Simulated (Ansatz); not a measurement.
Saddle point of CH4FS, doublet (CH₃F ([CH3][F]) + HS → CH₂F ([CH2][F]) + H₂S; bonds formed: H1–S4; bonds broken: H1–C2), PBE0-D4/def2-TZVP structure:

```
7
angstrom
H -0.5819 0.3437 0.0297
C 0.4030 -0.8315 0.3651
F 1.5332 -0.5573 -0.2871
S -1.3677 1.4976 -0.3814
H -0.1381 -1.6773 -0.0505
H 0.4919 -0.7225 1.4427
H -0.3403 1.9474 -1.1185
```

Energies are electronic, without zero-point energy. Barriers and step energies count from the start structure reached by relaxing down the imaginary mode; all methods use the PBE0-D4 structures, on which another method's saddle can fall below an end. Ansatz 0.2.0; basis: def2-TZVPP, with def2-QZVPP for the basis limit; cores frozen in the correlated methods; orbitals are unrestricted. B3LYP uses VWN-RPA correlation. Extrapolation: Hartree–Fock as exp(−7.88 √X), correlation as X^−2.97.

| method | barrier (eV) | step energy (eV) |
| --- | --- | --- |
| SPW92 | 0.179 | 0.383 |
| PBE-D4 | ? | 0.453 |
| BLYP-D4 | 0.552 | 0.522 |
| r2SCAN-D4 | ? | 0.439 |
| B97M-V | 0.678 | 0.536 |
| PBE0-D4 | 0.619 | 0.519 |
| B3LYP-D4 | 0.692 | 0.572 |
| r2SCAN0-D4 | 0.658 | 0.494 |
| BHLYP-D4 | 0.904 | 0.649 |
| CAM-B3LYP-D4 | 0.786 | 0.596 |
| wB97X-V | 0.784 | 0.581 |
| wB97M-V | ? | 0.566 |
| B2PLYP | 0.812 | 0.608 |
| PBE-QIDH | 0.800 | 0.585 |
| RPA on PBE | 1.001 | 0.738 |
| HF | 1.315 | 0.728 |
| MP2 | 0.925 | 0.641 |
| CCSD | 0.982 | 0.667 |
| CCSD(T) | 0.902 | 0.641 |

Question: Fill in the withheld barriers. (Judge from chemistry; the value comes from the calculation.)

Answer: The calculation gives: wB97M-V 0.801; r2SCAN-D4 0.518; PBE-D4 0.433 eV. Each is the energy of the saddle less that of the start structure, by the same method.

For comparison, the barrier by CCSD(T) at an estimated basis limit (MP2 extrapolated from triple and quadruple zeta, plus CCSD(T) − MP2 in triple zeta) is 0.855 eV.

The T1 diagnostic stays at or below 0.016. ⟨S²⟩ of the unrestricted Hartree–Fock references: 0.76 to 0.79 (a pure state has 0.75).

Labels in which every atom is bracketed show which atoms are joined, not bond orders.

For scale, one of the runs: CCSD(T)/def2-TZVPP, 160 basis functions, launched by `ansatz run in.yaml --threads 4 --pin off --events-out ev --progress --plain --max-ram 9574MiB`. Hardware: 4 CPU threads of an AMD EPYC 9R45, shared host. Wall time 18 s; peak host memory 2.9 GiB.
